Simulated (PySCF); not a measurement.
Molecule: C₅H₇, charge -1, multiplicity 1. It need not be the lowest isomer of its formula. Whether it binds its extra electron was not tested at this geometry. SMILES: [CH-]1CC12CC2
Coordinates optimised at B3LYP-D3(BJ)/def2-TZVP (Ansatz):
```
C
C 1 1.4783
H 2 1.0940 1 119.22
H 2 1.0959 3 111.99 1 -140.52
C 1 1.4863 2 135.27 3 -24.59
H 5 1.0884 1 119.85 2 -19.13
H 5 1.0888 6 113.97 1 -148.83
C 1 1.4869 2 63.32 3 107.53
H 8 1.1029 1 108.95 2 100.28
C 1 1.4905 2 133.31 3 -116.73
H 10 1.0884 1 118.41 2 -126.44
H 10 1.0894 11 113.38 1 -150.61
```
Charge -1, spin multiplicity 1.

Dispersion corrections to the total energy (kcal/mol) from the dftd3 and dftd4 libraries through PySCF: D3(BJ) without and D4 with the three-body term, each with the damping fitted for the functional named.

| functional | D3(BJ) | D4 |
|---|---|---|
| PBE | -5.30 | … |
| B2PLYP | -4.03 | -4.27 |
| TPSS | -6.57 | -8.27 |
| BP86 | -7.98 | -7.92 |
| B3LYP | -8.94 | -9.72 |
| PW6B95 | … | -5.26 |
| HSE06 | … | -4.69 |

**Question.** Some entries are withheld; supply them.

**Answer.** 
- PBE, D4: -6.11
- PW6B95, D3(BJ): -2.43
- HSE06, D3(BJ): -3.26
